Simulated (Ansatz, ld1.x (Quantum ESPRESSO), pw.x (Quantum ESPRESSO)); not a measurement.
# pw.x on sc C: one setting changed

Potential: norm-conserving Troullier–Martins (Kleinman–Bylander form), ld1.x (Quantum ESPRESSO) 7.5, LDA (PW92); core [He], reference 2s2 2p2; waves: 2s (bound): rc 1.30 bohr; 2p (bound): rc 1.75 bohr; 3d channel at 0.05 Ry: rc 1.30 bohr; local part: the d channel; core correction: none.

The reference run (k-mesh 18³, cutoffs 100/400 Ry, Fermi–Dirac 0.01 Ry, mixing_beta 0.4, conv_thr 1e-9, no spin) gives 8.47 GPa at 5.202 Å³/atom, where all-electron LAPW gives 11.87 GPa. This run, with its own iteration cap, changes degauss to 0.005.

```
&control
  calculation='scf', prefix='x', pseudo_dir='./', outdir='./tmp', tstress=.true., disk_io='none'
/
&system
  ibrav=0, nat=1, ntyp=1, ecutwfc=100, ecutrho=400, nbnd=9,
  occupations='smearing', smearing='fd', degauss=0.005
/
&electrons
  conv_thr=1e-09, mixing_beta=0.4, electron_maxstep=50
/
ATOMIC_SPECIES
C 1.0 C.UPF
CELL_PARAMETERS angstrom
  1.73270029 0.00000000 0.00000000
  0.00000000 1.73270029 0.00000000
  0.00000000 0.00000000 1.73270029
ATOMIC_POSITIONS crystal
C 0.0000 0.0000 0.0000
K_POINTS automatic
18 18 18 0 0 0
```

```bash
pw.x < C.scf.in > C.scf.out
```

Q: How does the run end?

A: It converges in 5 iterations; the free energy moves by +8.9 meV/atom and the pressure by +0.07 GPa. In a metal, with Fermi–Dirac smearing, F lies below its zero-width value by a term in the square of the width.

```
Message from routine setup:
     using ibrav=0 with symmetry is DISCOURAGED, use correct ibrav instead
     lattice parameter (alat)  =       3.2743  a.u.
     unit-cell volume          =      35.1048 (a.u.)^3
     number of electrons       =         4.00
     number of Kohn-Sham states=            9
     kinetic-energy cutoff     =     100.0000  Ry
     charge density cutoff     =     400.0000  Ry
     scf convergence threshold =      1.0E-09
     Exchange-correlation= PW
     number of k points=   220  Fermi-Dirac smearing, width (Ry)=  0.0050
     iteration #  1     ecut=   100.00 Ry     beta= 0.40
     total energy              =     -11.22707387 Ry
     estimated scf accuracy    <       0.00979230 Ry
     iteration #  2     ecut=   100.00 Ry     beta= 0.40
     total energy              =     -11.22632627 Ry
     estimated scf accuracy    <       0.00291805 Ry
     iteration #  3     ecut=   100.00 Ry     beta= 0.40
     total energy              =     -11.22647218 Ry
     estimated scf accuracy    <       0.00002614 Ry
     iteration #  4     ecut=   100.00 Ry     beta= 0.40
     total energy              =     -11.22647315 Ry
     estimated scf accuracy    <          9.0E-09 Ry
     iteration #  5     ecut=   100.00 Ry     beta= 0.40
     the Fermi energy is    15.9935 ev
!    total energy              =     -11.22647316 Ry
     estimated scf accuracy    <          1.0E-10 Ry
     smearing contrib. (-TS)   =      -0.00054078 Ry
     The total energy is F=E-TS. E is the sum of the following terms:
     one-electron contribution =       5.72976522 Ry
     hartree contribution      =       0.38083968 Ry
     xc contribution           =      -3.47209066 Ry
     ewald contribution        =     -13.86444661 Ry
     convergence has been achieved in   5 iterations
          total   stress  (Ry/bohr**3)                   (kbar)     P=       85.45
     Message from routine punch:
     Nothing written, as per user request (disk_io='none')
```

The run took about 10 s on one core of a shared host (Neoverse-V1, 32 threads, 247 GiB, load 17).
